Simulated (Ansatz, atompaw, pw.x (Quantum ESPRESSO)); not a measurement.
# molybdenum: one change to the PAW (atompaw) potential, in the atom and in the bcc crystal

atompaw 4.2.0.5 input, output lines left out:

```
Mo 42
GGA-PBESOL scalarrelativistic loggrid 1500 logderivrange -7 5 301
5 5 4 0 0 0
5 0 1
5 1 0
4 2 5
0 0 0
c
c
c
v
v
c
c
v
v
c
v
2
2.80 2.65 2.05 2.40
n
n
y
1.3
n
custom polynom vanderbiltortho besselshape
3 -0.5 vpsmatchnc
1.65
2.80
1.90
2.80
2.80
2.80
```

Change: augmentation besselshape compensation charge, radius 2.65 bohr; PAW radius 2.80 bohr; waves and projectors: custom polynom2 7 10 vanderbiltortho.

Cutoffs, loose and tight: the cutoffs (Ry, on a coarse ladder) from which the occupation-weighted sum of valence levels, in a spherical-Bessel basis at the reference potential, stays within 10 and 1 mRy of its value at 400 Ry. They see the waves, projectors and local potential, not the compensation charge or the core.

Crystal test: bcc Mo in pw.x 7.5, no spin, 15³ k-points, Fermi–Dirac smearing 0.01 Ry, cutoffs set for each file from its atomic test. The reference is all-electron LAPW (Ansatz 0.2.0) with the same functional, mesh and smearing; V0 and B0 come from Birch–Murnaghan fits to the pressures at five volumes. Errors are pseudo minus all-electron; Δ is the rms difference of the E(V) curves that follow from these fits, minima aligned, over ±6 % about the mean V0. Mesh and smearing are coarse, so the numbers serve the comparison and aren't converged zero-temperature values; the lattice is a test structure that the element need not adopt.

All-electron: a0 = 3.131 Å (V0 = 15.34 Å³/atom), B0 = 279.7 GPa.

Task: Does the change bring the crystal closer to the all-electron result?

Result: The mean pressure error goes from -2.62 to -0.93 GPa, so the change moves the solid closer to the all-electron pressures. The B0 error goes the other way, from +0.3 to +2.4 %.

```
                 quantity       base    changed
           outcome (atom)  generated  generated
     cutoff, loose (atom)      25 Ry      25 Ry
     cutoff, tight (atom)      40 Ry      55 Ry
      bound ghosts (atom)       none       none
     cutoffs in pw.x (Ry)     50/500     70/700
                   a0 (Å)      3.121      3.127
             a0 error (%)      -0.31      -0.12
             B0 error (%)       +0.3       +2.4
             Δ (meV/atom)        8.8        3.2
mean pressure error (GPa)      -2.62      -0.93
```

Base: The largest radius (2.80 bohr) exceeds half the bond length (2.56 bohr), so the spheres overlap, which is one possible source of error among others. Changed file: The largest radius (2.80 bohr) exceeds half the bond length (2.56 bohr), so the spheres overlap, which is one possible source of error among others. The logarithmic derivative shows an extra or strongly shifted pseudo pole above the reference energy (p near 1.76 Ry). The atomic cutoffs weigh occupied waves only.
